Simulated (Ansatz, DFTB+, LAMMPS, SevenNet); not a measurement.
**fcc Ni, elastic constant C11**

Reference value: 261 GPa (measured, 0 K, low-temperature values given for 0 K; zero-point effects included; as tabulated in Li et al. (2021), arXiv:2102.01972).

```
level (code)                         value (GPa)  cell (Å³/atom)  difference (%)
-----------------------------------  -----------  --------------  --------------
Lennard-Jones jacobson2022 (LAMMPS)          743           10.80            +185
GFN1-xTB (DFTB+)                            66.8           14.02             -74
SevenNet-0 (SevenNet)                        293           10.76           +12.3
LDA (Ansatz)                                 351           10.03             +34
PBE (Ansatz)                                 283           10.89            +8.4
```

Leaving aside Lennard-Jones jacobson2022, which can be fitted to such values or carry a doubt: Nearest, and too close to rank with a margin of 5.0 % (twice that across the reference) picked here for doubts on the reference and the settings, and for temperature and zero-point motion: PBE (+8.4 %), SevenNet-0 (+12.3 %). Farthest off: GFN1-xTB (-74 %). Of these only PBE lands within 10 %.

The measured value isn't corrected to a static lattice, so vibrations enter the comparison. Spin-polarised runs: LDA (parallel moments), PBE (parallel moments). GFN1-xTB: the relaxed volume lies over a fifth from the starting cell. GFN1-xTB: the method was fitted mainly to molecules. Each level is taken at its own relaxed cell. Ansatz's density-functional and Hartree–Fock values are scalar-relativistic unless marked +SOC, with PAW data made under PBE.

Empirical potentials (Lennard-Jones jacobson2022) are fitted to chosen data, which need not cover the solid at hand: agreement can be built in, and what lay outside the fit can be far off. Machine-learned potentials (SevenNet-0) are trained on DFT data, which may include these solids.

Differences are worked out from the printed values.

Ansatz is an electronic-structure program.
